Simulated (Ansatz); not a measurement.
## H3S⁺, singlet: the ladder up to RCCSDT(Q)

Geometry: a PBE0/def2-TZVP stationary point for this spin, not checked as a minimum.

```yaml
atoms:
  - { symbol: S, position_ang: [0.0004, 0.0000, -0.0625] }
  - { symbol: H, position_ang: [1.1434, 0.0122, 0.6691] }
  - { symbol: H, position_ang: [-0.5882, 0.9875, 0.6590] }
  - { symbol: H, position_ang: [-0.5670, -0.9998, 0.6589] }
```

Basis cc-pVTZ; Ansatz 0.2.0. Correlated methods freeze the noble-gas cores, which leaves 8 electrons in 71 orbitals. R marks a restricted (for open shells ROHF) determinant. Active spaces: valence = (8e, 7o) chosen from the atoms' valence shells.

Full CI isn't at hand for all of this; RCCSDT(Q) serves as the reference, and is uncertain by about the last step of the cluster series.

- UHF ⟨S²⟩: 0.000
- T1 diagnostic (RCCSD): 0.0104
- largest doubles amplitude (RCCSD): 0.048

Q: From what is known of these methods and the diagnostics, rank them by the size of their error in total energy against RCCSDT(Q) in cc-pVTZ, smallest first (an estimate: the text doesn't fix the numbers).
A. RMP2
B. RCCSD
C. CASSCF (valence space)
D. RCCSDT
E. RHF

A: D (0.18 kcal/mol), B (5.18 kcal/mol), A (22.12 kcal/mol), C (105.56 kcal/mol), E (139.79 kcal/mol).

All errors are against RCCSDT(Q) in cc-pVTZ. Within each family the higher level lies nearer, as is usual though not guaranteed.

Natural occupations of CASSCF (valence space) about the gap: 1.994 1.979 1.973 1.973 0.031 0.031 0.019; effectively unpaired electrons, Σ n²(2−n)², 0.02.
